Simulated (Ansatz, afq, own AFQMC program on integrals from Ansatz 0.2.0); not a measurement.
# AlNH$_{2}$, triplet in cc-pVDZ along one coordinate

```
atom   x (Å)    y (Å)    z (Å)
  Al  0.0000  -0.0849   0.6205
   N  0.0000   0.0356  -1.1435
   H  0.0000   1.3500   1.3538
   H  0.0000   0.4271  -2.0731
```

The Al1–N2 distance is changed with both sides rigid. Energies in mEh count from this geometry (1.768 Å) at the same level; the start stands on UHF, each point on the determinant named.

Basis cc-pVDZ. Noble-gas cores (and the filled d shells of Ga–Kr and In–Xe) are frozen. Ansatz 0.2.0 and our own AFQMC program on the same integrals; the CISD trial comes from CCSD amplitudes, and released means the phaseless constraint is let go. Error bars are statistical, one sigma.

Cautions, each for one point or more: an unrestricted solution with more broken spin lies lower; higher spins were not checked; lower spins were not checked; strong correlation; the ph-AFQMC/CISD walk drifts between its halves; the search met a lower determinant of the same kind, perhaps of another symmetry, and this one is a saddle point; unrestricted determinant slightly spin contaminated; unrestricted determinant spin contaminated.

```tsv
r(Al1–N2) / Å	det.	T1	weight	⟨S²⟩	r2SCAN	B2PLYP	CCSD(T)
1.613	UHF	0.020	0.91	2.01	17.3	17.8	19.2
1.916	UHF	0.024	0.90	2.02	4.8	4.7	3.9
2.452	UHF†	0.028	0.87	2.06	70.4§	76.5§	65.7
3.222	UHF†	0.038	0.86	2.10	87.8	71.3	58.0
4.752	UHF†	0.053	0.83	2.16	89.2	72.0	57.9
```

(1) Estimate the curve of CCSDT(Q), counted from the same start.

## Answers

(1) 
```json
{"r(Al1–N2) / Å": "1.613", "det.": "UHF", "T1": "0.020", "weight": "0.91", "⟨S²⟩": "2.01", "CCSDT(Q)": "19.3", "ph-AFQMC/CISD": "19.9 ± 0.4", "released AFQMC": "18.8 ± 0.8"}
{"r(Al1–N2) / Å": "1.916", "det.": "UHF", "T1": "0.024", "weight": "0.90", "⟨S²⟩": "2.02", "CCSDT(Q)": "3.7", "ph-AFQMC/CISD": "3.6 ± 0.6", "released AFQMC": "3.4 ± 0.8"}
{"r(Al1–N2) / Å": "2.452", "det.": "UHF†", "T1": "0.028", "weight": "0.87", "⟨S²⟩": "2.06", "CCSDT(Q)": "65.7", "ph-AFQMC/CISD": "65.6 ± 0.6", "released AFQMC": "–"}
{"r(Al1–N2) / Å": "3.222", "det.": "UHF†", "T1": "0.038", "weight": "0.86", "⟨S²⟩": "2.10", "CCSDT(Q)": "58.8", "ph-AFQMC/CISD": "58.0 ± 0.5", "released AFQMC": "58.3 ± 1.0*"}
{"r(Al1–N2) / Å": "4.752", "det.": "UHF†", "T1": "0.053", "weight": "0.83", "⟨S²⟩": "2.16", "CCSDT(Q)": "58.7", "ph-AFQMC/CISD": "58.2 ± 0.6", "released AFQMC": "58.5 ± 0.9*"}
```

Weight is that of the determinant in the CISD state; at the start T1 is 0.021 and the weight 0.90, and ⟨S²⟩ is 2.02. An asterisk marks released energies that aren't shown to be converged. A dagger marks points whose determinant fills other symmetries than the start's, so the wave-function levels may follow another state there, or a degenerate partner. A dash marks a missing value, a released energy that hasn't settled or a functional that sits on another state. § marks a functional whose ⟨S²⟩ is too high by over 0.1. Largest departures from CCSDT(Q), at the points where its series has closed: CCSD(T) -0.7 mEh at 3.222 (on UHF), ph-AFQMC/CISD -0.8 mEh at 3.222 (on UHF) (within the noise), released AFQMC -0.5 mEh at 1.613 (on UHF) (within the noise), r2SCAN -2.0 mEh at 1.613, B2PLYP -1.5 mEh at 1.613. Functionals count only at points shown to share the start's state and spin. In this small basis the wave-function levels are far from their limit, so their gap to the functionals isn't the functionals' error.

A walk keeps the symmetry of its determinant, which the program's search chose and which needn't be the lowest solution, so a lower state of the same spin and another symmetry isn't excluded.
